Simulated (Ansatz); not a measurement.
System: rock-salt HfN. Method: PBEsol (Ansatz, a first-principles code, PAW).

A relaxed, unreconstructed slab of the (100) face has 12 atoms, two equal faces of 10.132 Å² each and an energy of -95879.4385 eV. A bulk cell of 4 atoms with the same orientation and in-plane k mesh has -31960.5062 eV. Energies are extrapolated to zero smearing.

Run with plane-wave cutoff 500 eV, 14×14×1 k mesh (along the axes of the cell as run), Fermi–Dirac smearing 0.05 eV, scalar-relativistic PAW data made under PBE.

Worked out: γ = (E_slab − N E_bulk per atom)/2A = [-95879.4385 − 12 × (-31960.5062/4)]/(2 × 10.132) = 0.1027 eV/Å². With 16.022 J/m² per eV/Å² this is 1.64 J/m², or 1.04 eV per surface cell and face.
